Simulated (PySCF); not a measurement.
Start geometry of `C#CC#C` from GFN2-xTB (Å):
```
atom  x, y, z in Å
C1     1.8584    0.3084    0.0732
C2     0.6710    0.1126    0.1043
C3    -0.6701   -0.1117    0.1428
C4    -1.8575   -0.3070    0.1755
H5     2.8920    0.4817    0.0481
H6    -2.8906   -0.4820    0.2076
```

Problem. What comes out of this run: PySCF, PBE0-D3(BJ)/def2-SVP geometry optimisation, gas phase?

Solution. 
```
atom  x, y, z in Å
C1     1.855    0.320    0.025
C2     0.656    0.121    0.058
C3    -0.698   -0.102    0.095
C4    -1.897   -0.302    0.129
H5     2.915    0.496   -0.003
H6    -2.956   -0.478    0.159
```

The energy falls by 4.8 kJ/mol over 3 energy and gradient evaluations, the largest force component goes from 0.0218 to 1.5e-04 Eh/bohr, and the atoms move by 0.028 Å rms after alignment. Among the bonds, C1–H5 and C4–H6 change most and about equally (+0.026 Å). Bonds longer at the end by more than 0.005 Å: 5 of 5; shorter: 0. The orientation of the end geometry is arbitrary; only internal coordinates are fixed.

The run used 66 basis functions and 17 SCF cycles in all. Time: 3.1 s; peak memory 0.32 GiB. Hardware: an Arm Neoverse V1 with one thread, shared host with 32 logical CPUs at a one-minute load of 25.

No PBE0-D3(BJ)/def2-SVP frequencies stand behind this structure, so it isn't proved a minimum.
